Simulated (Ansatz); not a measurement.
**Ti$_{2}$Rh (I4/mmm)**

Level of theory: DFT r2SCAN, scalar-relativistic, plane waves, PAW (Ansatz).

Plane waves to 500 eV, a k mesh through Γ of 20×20×20 on the computed 3-atom cell and Gaussian smearing (0.10 eV); no spin polarisation.

The structure is relaxed at this level of theory with its symmetry kept. Whether it is the stable form of this composition wasn't checked.

```
Ti Rh
1.0
    -1.52471    1.52471    4.90439
     1.52471   -1.52471    4.90439
     1.52471    1.52471   -4.90439
Ti Rh
2 1
Direct
  0.66158 0.66158 0.00000
  0.33842 0.33842 0.00000
  0.00000 0.00000 0.00000
```

| Quantity | Value |
| --- | --- |
| Space group | I4/mmm (No. 139) |
| Volume per atom | 102.6 bohr³ |
| Formation energy from the elements' standard states (uncorrected) | -0.678 eV/atom |
| Generalised Kohn–Sham band gap | none (metal) |
| Density of states at the Fermi level | 1.20 states/eV per cell |
| Löwdin character within 0.5 eV of the Fermi level | Ti 3d 63 %, Rh 4d 20 %, unprojected 8 % |

Cost: 1 run of about 5.9 core-minutes, on Arm Neoverse V1 (shared hosts).